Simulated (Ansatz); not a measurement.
System: CCl3, charge 0, doublet. CCl3 (SMILES Cl[C](Cl)Cl, doublet).
B3LYP-D3(BJ)/def2-TZVP minimum from Ansatz (a program for electronic structure):
```
C
Cl 1 1.7155
Cl 1 1.7155 2 117.13
Cl 1 1.7155 2 117.13 3 146.94
```
Charge 0, spin multiplicity 2.

Total energies in cc-pV(D+d)Z, 25 correlated electrons, 16 frozen orbitals. Open shells are spin-unrestricted; no spin-orbit coupling. Correlated methods leave the cores frozen. No relativity.

| method | program | energy (Eh) | minus CCSDT(Q) (mEh) |
|---|---|---|---|
| HF | Ansatz | -1416.32339 | 591.31 |
| MP2 | Ansatz | -1416.85252 | 62.18 |
| CCSD | Ansatz | -1416.89492 | 19.78 |
| CCSD(T) | Ansatz | -1416.91219 | 2.51 |
| CCSDT(Q) | Ansatz | -1416.91470 | 0.00 |

Rough core times of Ansatz's runs on a shared machine: CCSD(T) under 20 s, CCSDT(Q) 30 min.
